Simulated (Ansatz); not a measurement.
# Li + 2 F: molecular dynamics

Aim: follow the two partners and see whether they stay together, part or react. The start is relaxed first. Runs: 300 steps of 2 fs under a Langevin thermostat at 1000 K. SMILES of the start: [Li+].FF.

Method: RKS B3LYP-D4/def2-SVP, in Ansatz 0.2.0.

### 1 The system as given

No two atoms stand within bonding distance.

Structure file:

```xyz
3

Li   -0.0173    0.0336   -1.6783
F     0.3205   -0.6240    1.0253
F    -0.3032    0.5904    0.6531
```

### 2 Preparing the start

Contents of input.yaml:

```yaml
crystal:
  periodic: [false, false, false]
  atoms:
    - { symbol: Li, position_ang: [-0.0173, 0.0336, -1.6783] }
    - { symbol: F, position_ang: [0.3205, -0.624, 1.0253] }
    - { symbol: F, position_ang: [-0.3032, 0.5904, 0.6531] }
total_charge: 1
basis:
  gaussian: { orbitals: def2-SVP }
hamiltonian:
  xc: b3lyp
  dispersion: d4
relax:
  f_tol: 0.02
  max_steps: 40
scf:
  lower_state_search: "off"
```

Launch:

```console
$ ansatz run input.yaml --threads 1 --pin off --max-ram 2048MiB --backend cpu --events-out ev --progress --plain --runs-dir out
```

The runs that follow: The run.

What does the calculation give? Wanted: relaxation of the start; temperature, first and last step; temperature, second half; potential energy, second half; bonds formed or broken; pieces by a distance rule, start and end.

As calculated:

| quantity | value |
| --- | --- |
| relaxation of the start | 6 moves, 0.094 eV lower |
| length | 300 steps of 2 fs |
| temperature, first and last step | 667 and 551 K |
| temperature, second half | mean 719 K, from 148 to 1752 K |
| potential energy, second half | +41 meV/atom from the start |
| bonds formed or broken | 2 |
| pieces by a distance rule, start and end | FLi + F → FLi + F |

In words: Against a set 1000 K the second half averages 719 K with a spread of 347 K. Bonds change: the first event comes at 238.0 fs (Li1–F2 forms). The partners' closest contact goes from 1.95 to 2.75 Å: they stay in touch over this short run. A run of 600 fs with 3 atoms shows the motion but fixes no equilibrium value.
